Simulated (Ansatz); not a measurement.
We consider 1T (CdI2-type) TaSe2 (undistorted form, which takes a superstructure on cooling), described by PBEsol-D3(BJ) (Ansatz, a program for electronic structure, PAW).

Run with plane-wave cutoff 520 eV, 18×18×10 k mesh (along the axes of the cell as run), Fermi–Dirac smearing 0.05 eV, scalar-relativistic PAW data made under PBE.

Computed at the level's own relaxed cell.

**Question.** What does this level give for the pressure derivative B′ of the bulk modulus, lattice parameter a, bulk modulus B0, lattice parameter c and equilibrium volume per atom?

**Answer.** 
* **pressure derivative B′ of the bulk modulus**: 8.3
* **lattice parameter a**: 3.380 Å
* **bulk modulus B0**: 62.6 GPa
* **lattice parameter c**: 5.952 Å
* **equilibrium volume per atom**: 19.63 Å³/atom

The run finds no gap.

Note: the relaxation could not lower the start's symmetry, so the cell can be a saddle point above a distorted one; the bulk modulus comes from volumes at which shape and atoms were relaxed.

Spin–orbit coupling is not included; it can open a gap where bands touch, and shift volumes and moduli.

Static lattice: no zero-point or thermal effects.
